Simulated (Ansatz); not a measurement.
Program: Ansatz. Geometries: PBE0-D4/def2-TZVP. ΔE: electronic, gas phase. CCSD(T)/CBS is the MP2 limit (def2-TZVPP, def2-QZVPP) plus CCSD(T) − MP2 in def2-TZVPP, frozen cores. DFT in def2-TZVPP. One conformer a species, not always the lowest.

Consider the isomerisation: `CC1OCCCO1` → `CC(C)(C)C(=O)O`.

Question: Is it downhill or uphill in electronic energy at CCSD(T)/CBS, and by how much? (An estimate is asked.)

Answer: The calculation gave: Downhill: ΔE = -131.1 kJ/mol.

Question: What do these levels give: ωB97M-V, B2PLYP, PBE, MP2/def2-QZVPP, SCS-MP2/def2-QZVPP, HF/CBS(def2)? (An estimate is asked.)

Answer: The calculation gave: ωB97M-V -130.6, B2PLYP -137.0, PBE -133.2, MP2/def2-QZVPP -141.5, SCS-MP2/def2-QZVPP -136.3, HF/CBS(def2) -127.6 kJ/mol.

Largest T1 diagnostic among the species: 0.013.

In def2-TZVPP, CCSD(T) changes the Hartree–Fock value by −3.7 kJ/mol (the triples alone add −3.8 kJ/mol) and MP2 by −14.0 kJ/mol. From PBE to PBE0 (25 % exact exchange), in def2-TZVPP and without D4, ΔE moves by +9.5 kJ/mol.
